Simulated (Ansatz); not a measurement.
# H₄NSSi+: one structure at several levels

An exercise on one series of results from a longer session: the logs are not shown, and one member is left open.

Computed with Ansatz 0.2.0, Gaussian basis. Level: single points in def2-TZVPP.

Correlated methods freeze the cores.

## Starting geometry

SMILES `N[SiH+]S`, 7 atoms, charge 1, spin multiplicity 1.

Atoms are counted from 1 here; the program's logs count them from 0.

Bond lengths: N1–Si2 1.677 Å, N1–H4 0.978 Å, N1–H5 1.034 Å, Si2–S3 2.086 Å, Si2–H6 1.437 Å, S3–H7 1.326 Å. Angles: Si2–N1–H4 124.8°, Si2–N1–H5 123.6°, H4–N1–H5 111.6°, N1–Si2–S3 115.6°, N1–Si2–H6 117.0°, S3–Si2–H6 127.4°, Si2–S3–H7 97.2°.

As a file:

```xyz
7
charge 1, multiplicity 1
N    -1.0627    0.4474   -0.7076
Si    0.2314    0.2066    0.3314
S     1.2370   -1.6080    0.1124
H    -1.3730   -0.2001   -1.3717
H    -1.6470    1.3004   -0.7049
H     0.4963    1.2406    1.2935
H     2.1295   -1.4200    1.0755
```

The first run:

Input file run/in.yaml:

```yaml
crystal:
  periodic: [false, false, false]
  atoms:
    - {symbol: N, position_ang: [-1.062700, 0.447400, -0.707600]}
    - {symbol: Si, position_ang: [0.231400, 0.206600, 0.331400]}
    - {symbol: S, position_ang: [1.237000, -1.608000, 0.112400]}
    - {symbol: H, position_ang: [-1.373000, -0.200100, -1.371700]}
    - {symbol: H, position_ang: [-1.647000, 1.300400, -0.704900]}
    - {symbol: H, position_ang: [0.496300, 1.240600, 1.293500]}
    - {symbol: H, position_ang: [2.129500, -1.420000, 1.075500]}
basis:
  gaussian: {orbitals: def2-TZVPP}
total_charge: 1
correlation: {method: ccsd_t}
output: {forces: true}
```

No record of the launch command was kept for these runs.

Among the steps run: CCSD(T)/def2-TZVPP; PBE0-D4/def2-TZVPP; wB97M-V/def2-TZVPP; r2SCAN-D4/def2-TZVPP; PBE-D4/def2-TZVPP; SPW92/def2-TZVPP; wB97X-V/def2-TZVPP.

One table of the session follows, with a row left open; its other results are not shown here.

| method | RMS force component (eV/Å) | angle to CCSD(T) forces (°) |
| --- | --- | --- |
| CCSD(T) | 0.806 | reference |
| PBE0-D4 | 0.864 | 5.1 |
| wB97M-V | 0.834 | 4.4 |
| r2SCAN-D4 | ? | ? |
| PBE-D4 | 0.854 | 12.0 |
| SPW92 | 0.998 | 14.5 |
| wB97X-V | 0.875 | 5.5 |

**Question.** Estimate the row for r2SCAN-D4.

**Answer.** RMS force component (eV/Å): 0.840; angle to CCSD(T) forces (°): 4.0. In the column «RMS force component (eV/Å)» it lies between wB97M-V (0.834) and PBE-D4 (0.854).
